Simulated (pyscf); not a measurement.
Thermochemistry of product channels of H₃Si–O–PH₂ + H₂O on the singlet surface, in kcal/mol, from ωB97M-D3(BJ)/def2-TZVP energies (ideal gas, 1 atm, RRHO with modes under 100 cm⁻¹ raised to 100, one conformer, R ln 2 for chiral ones without a mode under 150 cm⁻¹). Structures and frequencies: ωB97X-D3(BJ)/def2-SVP in PySCF.

```tsv
products	ΔE	ΔH(298 K)	ΔG(298 K)	ΔG(600 K)
HO–SiH₂–O–PH₂ + H₂	-21.9	-24.5	-22.3	-20.4
HO–PH₂ + HO–SiH₃	+1.9	+1.9	+1.2	+0.7
```

These are energies of the channels, which say nothing of barriers. H₃Si–O–PH₂ lies 5.7 kcal/mol over its isomer HO–SiH₂–PH₂ (electronic energy, ωB97M-D3(BJ)).
